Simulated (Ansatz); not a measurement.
A nudged elastic band was laid between two geometries of CHNS$_{3}$ (6 atoms, charge 0, multiplicity 1).

The calculation used Ansatz 0.2.0, RKS PBE0/def2-SVP.

- movable images: 5
- climbing image: yes
- spring: 5.0 eV/Å²
- optimiser: quadratic models (default)
- start path: IDPP
- force threshold: 0.05 eV/Å
- iteration limit: 34
- end points: relaxed

First end point:

```xyz
6
Properties=species:S:1:pos:R:3
N -0.317 1.406 0.595
C -0.048 0.313 0.048
S 0.026 -1.354 0.684
S 0.553 -1.935 -1.290
S 0.365 0.154 -1.672
H -0.537 1.351 1.590
```

Last end point:

```xyz
6
Properties=species:S:1:pos:R:3
N -0.384 1.034 1.102
C -0.078 0.149 0.272
S 0.054 -1.574 0.684
S 0.563 -1.881 -1.363
S 0.310 0.226 -1.471
H -0.423 1.983 0.729
```

Question: Which bonds break or form, and what moves?

Answer: No bond is made or broken. The dihedral H6–N1–C2–S3 changes from 0 to 180° by way of a nearly straight angle H6–N1–C2 (up to 180°), not by a turn about the bond. The two ends are copies of one structure, up to a mirror image or an exchange of like atoms.

Question: What energy profile does the band end with?

Answer: The run converged. The highest image is number 3 of 0 to 6, 57.3 kJ/mol above the ends, which have the same energy within 2 meV. A vibrational analysis at the climbing image gives one clearly imaginary mode, 818i cm⁻¹: a first-order saddle point.

```tsv
image	path coordinate (Å)	energy (kJ/mol)	angle H6–N1–C2 (°)
0	0.00	0.0	115
1	0.27	9.5	128
2	0.54	36.6	150
3	0.81	57.3	180
4	1.08	36.6	150
5	1.35	9.5	128
6	1.63	0.0	115
```

Question: What is the geometry of the highest image?

Answer: 
```xyz
6
Properties=species:S:1:pos:R:3
N -0.343 1.118 0.868
C -0.058 0.188 0.146
S 0.081 -1.567 0.566
S 0.589 -1.895 -1.469
S 0.347 0.209 -1.618
H -0.575 1.883 1.461
```

Question: What are the harmonic wavenumbers there?

Answer: 818i, 124, 266, 322, 415, 466, 500, 510, 555, 776, 1941, 3942 cm⁻¹.

The band took 7 iterations and of the order of 5 core-minutes.

Run time: 8.7 min on 1 CPU thread of a shared host.
